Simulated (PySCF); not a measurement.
Broadened absorption spectrum of cyclohexene

Species: cyclohexene, C6H10.
Z-matrix (Å and degrees, PBE0-D3(BJ)/def2-SVP geometry), rows numbered from 1:
```
C 
C   1  1.3379
C   2  1.5001  1  123.36
C   3  1.5259  2  112.21  1    13.72
C   4  1.5243  3  111.15  2   -43.88
C   1  1.5000  2  123.37  3     1.69
H   1  1.0952  2  119.22  3  -178.45
H   2  1.0952  1  119.22  3   179.86
H   3  1.1032  2  109.59  1   136.68
H   3  1.1067  2  109.19  1  -108.76
H   4  1.1042  3  109.19  2    76.41
H   4  1.1014  3  110.25  2  -166.97
H   5  1.1042  4  109.00  3   -60.18
H   5  1.1013  4  110.67  3  -176.95
H   6  1.1032  1  109.60  2   136.74
H   6  1.1067  1  109.18  2  -108.71
```

Computed, not measured: TDDFT CAM-B3LYP/def2-SVPD, vertical, gas phase, core orbitals frozen in the response (PySCF).

Computed states:

```csv
state,E (eV),f
S1,6.60,0.028
S2,7.08,0.249
S3,7.53,0.0012
S4,7.74,0.057
S5,7.81,0.0007
S6,7.87,0.0075
S7,8.30,0.0005
S8,8.37,0.033
S9,8.37,0.0046
S10,8.58,0.0013
```

Broadening: Gaussians 0.3 eV wide at half height, area fixed by f = 4.319×10⁻⁹ ∫ε dν̃. The width is an assumption, not a result. The curve ends short of the highest state used, and states not computed would add to its high-energy end.

Question: What does the envelope look like, and where are its maxima?

Answer: 
λ (nm), ε (L mol⁻¹ cm⁻¹) and a bar:
```
    155.3       1366 ##
    156.1       2099 ###
    157.0       3135 ####
    157.8       4110 ######
    158.7       5041 #######
    159.5       5522 #######
    160.4       5531 #######
    161.2       5070 #######
    162.0       4285 ######
    162.9       3231 ####
    163.7       2330 ###
    164.6       1513 ##
    165.4       1029 #
    166.3        804 #
    167.1        936 #
    167.9       1463 ##
    168.8       2678 ####
    169.6       4447 ######
    170.5       7286 ##########
    171.3      10470 ##############
    172.2      14441 ####################
    173.0      17824 ########################
    173.9      20794 ############################
    174.7      22204 ##############################
    175.5      22210 ##############################
    176.4      20595 ############################
    177.2      18043 ########################
    178.1      14490 ####################
    178.9      11239 ###############
    179.8       7957 ###########
    180.6       5622 ########
    181.4       3916 #####
    182.3       2708 ####
    183.1       2155 ###
    184.0       1956 ###
    184.8       2015 ###
    185.7       2201 ###
    186.5       2375 ###
    187.3       2489 ###
    188.2       2500 ###
    189.0       2395 ###
    189.9       2162 ###
    190.7       1881 ###
    191.6       1526 ##
    192.4       1210 ##
    193.3        887 #
    194.1        644 #
    194.9        449 #
    195.8        286 
    196.6        184 
    197.5        107 
    198.3         64 
    199.2         34 
    200.0         19 
    200.8         10 
    201.7          5
```

Maxima: 188 nm (6.60 eV), ε about 2500, made up of S1 (99%); 175 nm (7.08 eV), ε about 22000, made up of S2 (100%); 160 nm (7.75 eV), ε about 5600, made up of S4 (91%) (ε in L mol⁻¹ cm⁻¹; maxima over ε = 5, shares over 10%).

Question: On this curve, what absorbance would a 10⁻⁵ mol/L sample give at 193 nm over a 1 cm path?

Answer: 193 nm is 6.424 eV, where ε is about 990 L mol⁻¹ cm⁻¹, so A = ε c l ≈ 0.0099 (Beer–Lambert, with the gas-phase spectrum and the assumed width).

Question: Coming from long wavelengths, where does ε first pass 100 L mol⁻¹ cm⁻¹?

Answer: At about 198 nm (6.27 eV), 0.32 eV below S1.

Question: What would ε be at 7.08 eV, the highest of these maxima, with half the width (0.15 eV)?

Answer: About 44800 L mol⁻¹ cm⁻¹ against 22400, a factor of about 2.00; a lone state at its own centre would give exactly 2.

All these states lie below the vertical ionisation energy of 9.01 eV (ΔSCF).

The run took 54 s of wall time on Arm Neoverse V1, one thread, no GPU, shared host.

One conformer stands for the species.
